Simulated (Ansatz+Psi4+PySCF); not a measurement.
Values are calculated unless marked as measured or tabulated.
A run of Psi4 1.11 on triplet Si₂ at this shape:

```yaml
atoms:
  - { symbol: Si, position_ang: [0.0000, 0.0000, 1.1300] }
  - { symbol: Si, position_ang: [0.0000, 0.0000, -1.1300] }
```

Its results:

```json
{"Converged": "yes", "Total energy": "-577.75545 hartree", "Spin squared of the determinant": "2.029", "Occupied orbitals by symmetry in an Abelian subgroup (alpha; beta)": "5 Ag 1 B2g 1 B3g 4 B1u 2 B2u 2 B3u; 4 Ag 1 B2g 1 B3g 4 B1u 1 B2u 2 B3u"}
```

Question: Which input gives this output? Name the method, the orbitals and the basis set, and write the input.

Answer: UHF in cc-pV(T+d)Z.

```
molecule {
0 3
Si 0.000000 0.000000 1.130050
Si 0.000000 0.000000 -1.130050
}

set basis cc-pV(T+d)Z
set reference uhf
set scf_type pk
energy('scf')
```

This is not the lowest solution: another run reaches a determinant 0.65 eV lower.
